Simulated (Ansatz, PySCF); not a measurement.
Reaction (SMILES): c1cnccn1 + H+ → c1c[nH+]ccn1
Each molecule is optimised on its own at B3LYP-D3(BJ)/def2-TZVP (Ansatz, an electronic-structure program). Frequencies are from Ansatz or PySCF. Unstable Hartree-Fock reference: c1cnccn1, c1c[nH+]ccn1.

Quantity: proton affinity (enthalpy at 298 K, with B3LYP-D3(BJ) rigid-rotor harmonic-oscillator terms), positive where the reaction releases energy, in kJ/mol. Correlated levels leave the core frozen unless marked. No spin-orbit coupling. Non-relativistic. CBS marks a two-point X^-3 extrapolation of the correlation energy; Hartree-Fock from the larger set.

CCSD(T)/CBS(cc-pVTZ,cc-pVQZ) (Ansatz) gives 876.6 kJ/mol.

Problem. Another calculation gave 882.5 kJ/mol. Which level was it?
A. PBE0/def2-TZVPD (Ansatz)
B. SVWN5/def2-TZVPD (Ansatz)
C. wB97M-V/def2-TZVPD (Ansatz)

Solution. A, PBE0/def2-TZVPD (Ansatz). The others give 854.6 (SVWN5), 866.3 (wB97M-V) kJ/mol.
